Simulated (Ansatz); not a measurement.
# Si₂P+ (quintet): the correlation ladder, def2-QZVPP

The task here is to estimate one member of a computed series from the others.

Program: Ansatz 0.2.0, Gaussian basis. Level of theory: def2-QZVPP, core rule «outside noble gas», up to 15 orbitals frozen. These are calculated values, not measurements.

The runs, in order: UHF; ROHF; CCSD(T) on UHF.

3 further runs of the same task are left out: 1 that didn't finish, 2 set aside as unsound or not needed. Runs told in other sessions of the task aren't counted.

## The system

The geometry is a PBE0/def2-TZVP stationary point (not a proven minimum) of the parent state, kept for this charge and spin.

3 atoms, charge 1, spin multiplicity 5.

Atoms are counted from 1 here; the program's logs count them from 0.

Bond lengths: P1–Si2 2.102 Å, Si2–Si3 2.227 Å. Angles: P1–Si2–Si3 180.0°.

The first run:

Contents of in.yaml:

```yaml
crystal:
  periodic: [false, false, false]
  atoms:
    - {symbol: P, position_ang: [0.000000, 0.000000, -2.143900]}
    - {symbol: Si, position_ang: [0.000000, 0.000000, -0.041700]}
    - {symbol: Si, position_ang: [0.000000, 0.000000, 2.185600]}
basis:
  gaussian: {orbitals: "def2-QZVPP.json"}
total_charge: 1
magnetization: {spin_polarized: true, initial_magnetization: 4}
hamiltonian: {xc: hf}
output: {orbitals: {seedname: orbitals}}
```

The run is started by

```sh
> ansatz run in.yaml --threads 1 --pin off --events-out ev --progress --plain --max-ram 2393MiB
```

Steps of the session up to this table: UHF; ROHF; CCSD(T) on UHF.

One of the session's tables, all rows but one given; the rest of the session is left out.

```
  method  from UCCSD(T) (meV)
    ROHF              +8959.2
     UHF              +8627.2
    UMP2                    ?
   UCCSD               +511.8
UCCSD(T)                    0
```

**Question.** Estimate the row for UMP2.

The run gave: from UCCSD(T) (meV): +1619.2. In the column «from UCCSD(T) (meV)» it lies between UCCSD (+511.8) and UHF (+8627.2).
